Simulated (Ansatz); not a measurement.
**C2H3Al (SMILES C#[C][AlH2]) at revPBE/def2-TZVP**

What is the energy change on altering one bond length of C2H3Al at revPBE/def2-TZVP? 

The calculation is run with Ansatz 0.2.0.

37 further runs of the same task are left out: 1 that didn't finish, 36 set aside as unsound or not needed. Runs told in other sessions of the task aren't counted.

**1. Starting point**

The species is C2H3Al (6 atoms), meant as a singlet with charge 0. As SMILES, `C#[C][AlH2]`. The shape is that of a PBE0-D4/def2-TZVP optimisation.

Bond lengths: C1–C2 1.211 Å, C2–Al3 1.906 Å, C1–H4 1.067 Å, Al3–H5 1.580 Å, Al3–H6 1.580 Å. Angles: C1–C2–Al3 179.9°, C2–C1–H4 180.0°, C2–Al3–H5 118.8°, C2–Al3–H6 118.8°, H5–Al3–H6 122.4°.

**2. The energy at revPBE/def2-TZVP**

Contents of run.yaml:

```yaml
crystal:
  periodic: [false, false, false]
  atoms:
    - {symbol: C, position_ang: [-0.792800, -1.637600, -0.298100]}
    - {symbol: C, position_ang: [-0.266100, -0.564200, -0.106200]}
    - {symbol: Al, position_ang: [0.564800, 1.124200, 0.195000]}
    - {symbol: H, position_ang: [-1.257000, -2.583100, -0.467400]}
    - {symbol: H, position_ang: [1.356700, 1.804700, -0.990500]}
    - {symbol: H, position_ang: [0.436600, 1.792000, 1.621000]}
basis:
  gaussian:
    orbitals: def2-TZVP
accuracy: high
total_charge: 0
hamiltonian:
  xc: {name: revPBE}
output:
  orbitals: {seedname: orbitals}
```

Command:

```bash
$ ansatz run run.yaml --threads 1 --pin off --max-ram 3480MiB --events-out events.jsonl --progress --plain --runs-dir runs
```

The program printed:

```text
Warning: RAYON_NUM_THREADS=1 ignored (pool sized by the plan → 1); use --threads N
Functional definition: revPBE
  name "revPBE"
  parameter kappa = 1.245
  parameter beta = 0.06672455060314922
  exchange = pbe_x(kappa = kappa, mu = beta*pi^2/3)
  correlation = pbe_c(beta = beta)
1904 factors; integrals over basis functions are off by at most 5.6e-9 eV
mean field evaluation 1: about -8708.8931 eV, gradient 5.4e1 eV
mean field evaluation 2: about -8680.3664 eV, gradient 1.0e2 eV
mean field evaluation 4: about -8714.4080 eV, gradient 3.0e1 eV
mean field evaluation 8: about -8716.5730 eV, gradient 4.1e-1 eV
mean field evaluation 16: about -8716.5736 eV, gradient 1.5e-5 eV
mean field -8716.57357652 eV, -320.3281706313 hartree, gradient 3.3e-8 eV, S^2 0.000000; 0 other end points of the search recorded, 0 dependent functions left out
reference -8716.57358111 eV, -320.3281708000 hartree; 14, 14 occupied and 103, 103 virtual orbitals, 1904 factors
Total energy: -8716.57358111 eV, -320.3281708000 hartree
```

It took 6.3 s on 1 thread of Intel Xeon Platinum 8259CL at 2.50GHz (Skylake/Cascade Lake), shared host; peak memory 0.29 GiB.

**3. The distorted shape**

Contents of molecule.yaml:

```yaml
crystal:
  periodic: [false, false, false]
  atoms:
    - {symbol: C, position_ang: [-1.424834, -2.925668, -0.528378]}
    - {symbol: C, position_ang: [-0.266100, -0.564200, -0.106200]}
    - {symbol: Al, position_ang: [0.564800, 1.124200, 0.195000]}
    - {symbol: H, position_ang: [-1.889034, -3.871168, -0.697678]}
    - {symbol: H, position_ang: [1.356700, 1.804700, -0.990500]}
    - {symbol: H, position_ang: [0.436600, 1.792000, 1.621000]}
basis:
  gaussian: {orbitals: def2-TZVP}
hamiltonian: {xc: {name: revPBE}}
accuracy: high
output: {orbitals: {seedname: orbitals}}
```

Command:

```bash
$ ansatz run molecule.yaml --threads 1 --pin off --max-ram 3480MiB --events-out events.jsonl --progress --plain --runs-dir runs
```

The program printed, shortened:

```text
Warning: RAYON_NUM_THREADS=1 ignored (pool sized by the plan → 1); use --threads N
[... 2 set-up lines as earlier in the session ...]
[...]
1904 factors; integrals over basis functions are off by at most 2.0e-8 eV
[...]
mean field -8704.50542811 eV, -319.8846743575 hartree, gradient 4.0e-8 eV, S^2 0.000000; 20 other end points of the search recorded, 0 dependent functions left out
reference -8704.50543293 eV, -319.8846745347 hartree; 14, 14 occupied and 103, 103 virtual orbitals, 1904 factors
Total energy: -8704.50543293 eV, -319.8846745347 hartree
```

It took 32 s on 1 thread of Intel Xeon Platinum 8259CL at 2.50GHz (Skylake/Cascade Lake), shared host; peak memory 0.28 GiB.

**4. Results**

At revPBE/def2-TZVP:

| quantity | value |
| --- | --- |
| first shape: total energy | -320.32817 Eh |
| first shape: HOMO energy | -6.81 eV |
| first shape: LUMO energy | -2.54 eV |
| first shape: HOMO–LUMO gap | 4.27 eV |
| distorted shape: total energy | -319.88467 Eh |
| energy change with the C1–C2 bond stretched from 1.211 to 2.664 Å | 12.068 eV |

What this shows: One bond (distorted shape) is far stretched, which a spin-restricted single reference describes badly; a broken-symmetry solution may lie lower. With the C1–C2 bond stretched from 1.211 to 2.664 Å the energy rises by 12.07 eV (1164 kJ/mol). The first shape isn't relaxed at this level, so the change isn't measured from a minimum. A restricted reference can't describe the breaking bond well at this length.
